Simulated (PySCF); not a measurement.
C6H13 (doublet state).
Z-matrix (Å and degrees, GFN2-xTB geometry), rows numbered from 1:
```
C 
C   1  1.4749
C   2  1.5381  1  109.52
C   2  1.5555  1  110.65  3   122.28
C   4  1.5257  2  112.03  1   178.29
C   4  1.5277  2  109.68  1    56.24
H   1  1.0714  2  121.92  3   127.16
H   1  1.0735  2  119.59  3   -53.93
H   2  1.0951  1  109.48  3  -119.21
H   3  1.0877  2  109.76  1   -52.70
H   3  1.0860  2  111.06  1  -172.26
H   3  1.0876  2  110.32  1    66.70
H   4  1.0954  2  107.83  1   -61.81
H   5  1.0863  4  111.68  2    66.82
H   5  1.0883  4  110.47  2   -54.31
H   5  1.0884  4  109.79  2  -173.56
H   6  1.0877  4  110.38  2   -57.83
H   6  1.0881  4  110.37  2    61.95
H   6  1.0879  4  110.53  2  -178.12
```

The hyperfine couplings belong to this conformer and change with its torsions.

Identity: `[CH2][C@@H](C)C(C)C` [radical].

Computed, not measured: PySCF 2.14.0, UKS B3LYP, pcH-1 on C H, non-relativistic, mean-field spin-orbit, GIAO. The structure is a single GFN2-xTB conformer in the gas phase; no vibrational or solvent corrections. The geometry wasn't refined by DFT: couplings that depend on bond lengths, twists or pyramidal angles can differ widely from those at the functional's own minimum. Stability of the SCF solution: not tested.

Largest spin populations (Mulliken): C1 (+1.09) and C2 (-0.09). C1 is the only atom above +0.15. The positive populations add up to 1.18 and the negative ones to -0.18, together 2S = 1. The angles at C1 add up to 360.0°, so it is planar; its axial dipolar tensor and the negative couplings of its protons fit spin in a p orbital normal to that plane.

(1) Find Q in a(H) = Q·ρ(C) for the protons on the planar carbons that carry spin.

Answers

(1) 
```csv
H,C,ρ(C),a(H) (G),a/ρ (G)
H7,C1,+1.087,-23.14,-21.3
H8,C1,+1.087,-22.49,-20.7
```

These protons share one ρ (within 0.01), so their mean ratio, Q = -21.0 G, is no test of linearity. In McConnell's picture π spin on carbon polarises the C–H bond and leaves opposite spin at the proton, which makes Q negative, as found here.

Couplings in gauss use g_iso = 2.0026.
